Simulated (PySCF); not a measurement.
## Electronic absorption of cyclohexane

Compound: cyclohexane, C6H12.
InChI=1S/C6H12/c1-2-4-6-5-3-1/h1-6H2

Method used: TDDFT PBE0/def2-SVPD, vertical, gas phase, core orbitals frozen in the response in PySCF 2.14.0, density-fitted response routines. Isolated species at its GFN2-xTB geometry (one conformer only).

Q: Predict the UV-vis stick spectrum at this level.

A: 

```json
{"state": "S1", "E (eV)": "8.01", "λ (nm)": "154.9", "f": "0.0000", "|μ| (D)": "0.00", "symmetry": "–", "main configurations (H = HOMO, L = LUMO)": "H-1/H→L (≥96%)"}
{"state": "S2", "E (eV)": "8.01", "λ (nm)": "154.8", "f": "0.0000", "|μ| (D)": "0.00", "symmetry": "–", "main configurations (H = HOMO, L = LUMO)": "H-1/H→L (≥96%)"}
{"state": "S3", "E (eV)": "8.47", "λ (nm)": "146.4", "f": "0.0000", "|μ| (D)": "0.01", "symmetry": "–", "main configurations (H = HOMO, L = LUMO)": "H-1/H→L+1 (≥97%)"}
{"state": "S4", "E (eV)": "8.47", "λ (nm)": "146.4", "f": "0.0000", "|μ| (D)": "0.01", "symmetry": "–", "main configurations (H = HOMO, L = LUMO)": "H-1/H→L+1 (≥97%)"}
{"state": "S5", "E (eV)": "8.63", "λ (nm)": "143.7", "f": "0.0023", "|μ| (D)": "0.26", "symmetry": "A2u", "main configurations (H = HOMO, L = LUMO)": "H-1/H→L+3 (≥49%), H-1/H→L+2 (≥33%)"}
{"state": "S6", "E (eV)": "8.64", "λ (nm)": "143.5", "f": "0.0000", "|μ| (D)": "0.01", "symmetry": "–", "main configurations (H = HOMO, L = LUMO)": "H-2→L (97%)"}
{"state": "S7", "E (eV)": "8.68", "λ (nm)": "142.9", "f": "0.035", "|μ| (D)": "1.03", "symmetry": "Eu", "main configurations (H = HOMO, L = LUMO)": "H-1/H→L+2 (≥49%), H-1/H→L+3 (≥35%)"}
{"state": "S8", "E (eV)": "8.68", "λ (nm)": "142.9", "f": "0.035", "|μ| (D)": "1.03", "symmetry": "Eu", "main configurations (H = HOMO, L = LUMO)": "H-1/H→L+2 (≥48%), H-1/H→L+3 (≥35%)"}
```

Triplets (Tamm–Dancoff): T1 7.81 eV, H-1/H→L (≥97%); T2 7.81 eV, H-1/H→L (≥97%).

The lowest singlet level (S1/S2) lies at 8.01 eV (155 nm, vacuum ultraviolet) and is dark (f under 0.0005). The strongest level in the table is S7/S8 at 8.68 eV (143 nm, f = 0.070 summed). It is the last of those listed, so stronger ones may follow. S1/S2, S3/S4 and S7/S8 lie within about 0.01 eV of each other in each set; the point group D3d has degenerate representations, and within a degenerate level the listed configurations can mix freely. Löwdin shares by element: HOMO (one of a set within 0.03 eV) carbon 49% or more (atoms not listed hold the other 51%); LUMO carbon 31% or more (atoms not listed hold the other 69%). The oscillator strengths of these states sum to 0.072; summed over the whole spectrum of an exact calculation they would give the number of electrons, 48 (Thomas–Reiche–Kuhn). Weighted by f, the mean energy of these states is 8.68 eV. Of the 8 states listed, 2 reach f = 0.01 and 5 stay under 0.0005. Symmetry labels in D3d follow from the direction of the transition dipole and are given only for states with f of 0.002 or more. Orbitals of the list HOMO-3 to LUMO+2 that lie within 0.01 eV of each other are written together with a slash and their weights summed (≥ marks a lower bound); for degenerate orbitals outside that list single weights are arbitrary. Singlets were solved by full linear response, triplets in the Tamm–Dancoff approximation.
